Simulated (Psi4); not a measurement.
Process, species as SMILES: O=CO + 3 [H][H] (H2) → C (CH4) + 2 O (H2O)
B3LYP-D3(BJ)/def2-TZVP geometries, fixed; electronic energies without zero-point terms.
Largest species:
```
C
O 1 1.1967
O 1 1.3439 2 125.18
H 3 0.9719 1 107.71 2 0.00
H 1 1.0974 2 125.25 3 -180.00
```

Effect of the integral screening threshold at MP2/def2-TZVP with Psi4, against the last row, where the energy of full hydrogenation is -47.40 kcal/mol. Cores are frozen. Species with rotatable bonds are taken in one conformer.

| setting | largest shift of a total energy (mEh) | shift of the energy of full hydrogenation (kcal/mol) |
|---|---|---|
| ints_tolerance: 1e-6 | 0.000 | 0.000 |
| ints_tolerance: 1e-8 | 0.000 | 0.000 |
| ints_tolerance: 1e-10 | 0.000 | 0.000 |
| ints_tolerance: 1e-14 | 0.000 | 0.000 |

Within 0.02 kcal/mol in the energy of full hydrogenation: ints_tolerance: 1e-6; ints_tolerance: 1e-8; ints_tolerance: 1e-10. The largest shift is 0.000 mEh in a total energy and 0.000 kcal/mol in the difference.
